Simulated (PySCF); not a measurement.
# AlP: frontier orbitals

UHF at R = 2.295 Å; PySCF, no relativity, basis sets Al STO-3G, P STO-3G. State: ³Σ⁻ (triplet), unpaired electrons π ↑↑. Only the outer orbitals are listed, counted within each symmetry.

| spin | orbital | occ. | ε (eV) | on Al (%) | main shells (%) |
| --- | --- | --- | --- | --- | --- |
| α | 7σ | 1 | -18.33 | 8 | 90 P s |
| α | 8σ | 1 | -8.34 | 67 | 66 Al s, 25 P p, 8 P s |
| α | 3π | 1 | -5.19 | 3 | 97 P p |
| α | 3π | 1 | -5.19 | 3 | 97 P p |
| α | 9σ | 1 | -2.73 | 51 | 49 P p, 28 Al p, 23 Al s |
| α | 4π | 0 | 9.88 | 97 | 97 Al p |
| α | 4π | 0 | 9.88 | 97 | 97 Al p |
| α | 10σ | 0 | 15.39 | 74 | 69 Al p, 25 P p |
| β | 7σ | 1 | -13.11 | 27 | 69 P s, 22 Al s |
| β | 8σ | 1 | -7.16 | 62 | 61 Al s, 25 P s, 12 P p |
| β | 9σ | 1 | -1.84 | 48 | 50 P p, 37 Al p, 11 Al s |
| β | 3π | 0 | 8.16 | 52 | 52 Al p, 48 P p |
| β | 3π | 0 | 8.16 | 52 | 52 Al p, 48 P p |
| β | 4π | 0 | 11.56 | 48 | 52 P p, 48 Al p |

Q: Which are the highest filled and the lowest empty level, where do they sit, and how wide is the gap?

A: Highest filled β 9σ at -1.84 eV (in %: 50 P p, 37 Al p, 11 Al s); lowest empty β 3π at 8.16 eV (in %: 52 Al p, 48 P p); the gap at UHF is 10.00 eV. An empty level above zero is unbound, and its energy depends on the basis.

```json
{
  "bond order (Mayer)": "0.98",
  "⟨S²⟩": "2.014",
  "charge on Al (Mulliken, basis-dependent)": "0.30",
  "charge on Al (Löwdin, basis-dependent)": "0.26",
  "dipole moment (positive dipole means Al(−)P(+))": "-2.28 D",
  "polarisability along the bond": "27.0 bohr³",
  "polarisability across the bond": "20.7 bohr³"
}
```

STO-3G is very small, so such numbers show the basis as much as the molecule. The state is the lowest determinant that a PBE0 search found; another state may lie lower at other levels.
